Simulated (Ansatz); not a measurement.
Relaxation of CH4BO (7 atoms, charge 0, multiplicity 2), to a largest force component of 0.015 eV/Å in at most 40 steps.

The calculation used UKS PBE-D4/def2-mTZVP in Ansatz.

```xyz
7
Properties=species:S:1:pos:R:3
B -1.350 -0.263 -0.396
C 0.105 0.077 0.029
O 0.944 -1.038 0.327
H -2.154 0.529 -0.671
H 0.573 0.674 -0.775
H 0.064 0.742 0.911
H 1.819 -0.722 0.575
```

Question: Where does it end, and by what steps?

Answer: The forces met the threshold. After 3 steps the energy has fallen by 0.051 eV; H5 moved furthest, 0.03 Å.

```csv
step,energy less start (eV),largest force component (eV/Å),accepted
0,0.0000,1.072,yes
1,-0.0466,0.367,yes
2,-0.0511,0.047,yes
3,-0.0511,0.013,yes
```

```xyz
7
Properties=species:S:1:pos:R:3
B -1.321 -0.258 -0.388
C 0.120 0.063 0.034
O 0.950 -1.068 0.329
H -2.170 0.539 -0.675
H 0.550 0.693 -0.783
H 0.041 0.761 0.903
H 1.830 -0.730 0.580
```

Whether the end is a true minimum wasn't checked by a vibrational analysis.

Run time: 12 s on 1 thread of AMD EPYC 7R43 64-Core Processor (Zen 3), on a shared host, peak memory 0.15 GiB.
